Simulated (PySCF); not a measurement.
# F2OS: the cost of one run

The runs use PySCF 2.14.0, with density-fitted response routines of our own; the level of theory stands in each step. All values are computed, except where a source is named. Atoms are numbered from 0 throughout.

## Step 1: Starting geometry

4 atoms, charge 0, multiplicity 1; geometry from: GFN2-xTB. The atoms were then displaced at random by about 0.01 Å, so the start is not that level's minimum.

Bonds of the start (Å): O0–S1 1.43, S1–F2 1.68, S1–F3 1.64.

## Step 2: Geometry optimisation at PBE0-D3(BJ)/def2-SVP

The job: settings as JSON, then the geometry in Å.

```
{"job": {"xc": "PBE0", "basis": "def2-SVP", "d3": "d3bj", "grid": 1, "shake": 0.01, "kind": "geom"}, "charge": 0, "multiplicity": 1}
O      1.413110    -0.126400    -0.165510
S      0.154370    -0.014860     0.506180
F     -0.703730     1.252520    -0.189910
F     -0.825750    -1.136630    -0.183760
```

The run is started by

```console
> OMP_NUM_THREADS=1 python probes_run.py task.json out
```

The driver reads the jobs from task.json and runs them one after another.

Q: Estimate the wall time and peak memory of this first job on 1 thread of Intel Xeon Platinum 8488C, shared host.

About 7.8 s, with a peak of 0.28 GiB.
